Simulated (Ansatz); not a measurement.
# C3H4ClF: the cost of one run

All numbers below are computed with Ansatz 0.2.0 (RKS PBE/def2-SVP).

## 1. The system as given

Bond lengths: C1–C2 1.301 Å, C2–Cl3 1.702 Å, C2–C4 1.430 Å, C4–F5 1.419 Å, C1–H6 1.160 Å, C1–H7 1.085 Å, C4–H8 1.095 Å, C4–H9 1.134 Å. Angles: C1–C2–Cl3 117.2°, C1–C2–C4 129.1°, Cl3–C2–C4 113.7°, C2–C1–H6 119.2°, C2–C1–H7 126.7°, H6–C1–H7 114.0°, C2–C4–F5 111.9°, C2–C4–H8 112.0°, C2–C4–H9 115.6°, F5–C4–H8 103.4°, F5–C4–H9 104.4°, H8–C4–H9 108.5°.

As a file:

```xyz
9

C     0.5472    0.8195   -0.9665
C     0.4901   -0.0982   -0.0454
Cl    1.9399   -0.8987    0.3472
C    -0.6379   -0.5485    0.7096
F    -1.8326    0.1125    0.3218
H    -0.4171    1.3979   -1.2494
H     1.4346    1.1590   -1.4898
H    -0.8605   -1.6050    0.5253
H    -0.5753   -0.3848    1.8301
```

## 2. Relaxing end A

Input file input.yaml:

```yaml
crystal:
  periodic: [false, false, false]
  atoms:
    - { symbol: C, position_ang: [0.5472, 0.8195, -0.9665] }
    - { symbol: C, position_ang: [0.4901, -0.0982, -0.0454] }
    - { symbol: Cl, position_ang: [1.9399, -0.8987, 0.3472] }
    - { symbol: C, position_ang: [-0.6379, -0.5485, 0.7096] }
    - { symbol: F, position_ang: [-1.8326, 0.1125, 0.3218] }
    - { symbol: H, position_ang: [-0.4171, 1.3979, -1.2494] }
    - { symbol: H, position_ang: [1.4346, 1.159, -1.4898] }
    - { symbol: H, position_ang: [-0.8605, -1.605, 0.5253] }
    - { symbol: H, position_ang: [-0.5753, -0.3848, 1.8301] }
basis:
  gaussian: { orbitals: def2-SVP }
hamiltonian:
  xc: pbe
relax:
  f_tol: 0.02
  max_steps: 50
```

Command:

```console
> ansatz run input.yaml --threads 2 --pin off --max-ram 3072MiB --backend cpu --events-out ev --progress --plain --runs-dir out
```

**Question.** How long does this run take on 2 threads of Intel Xeon Platinum 8488C (Sapphire Rapids), shared host, and how much memory does it need?

About 7.1 s, with a peak of 0.15 GiB.
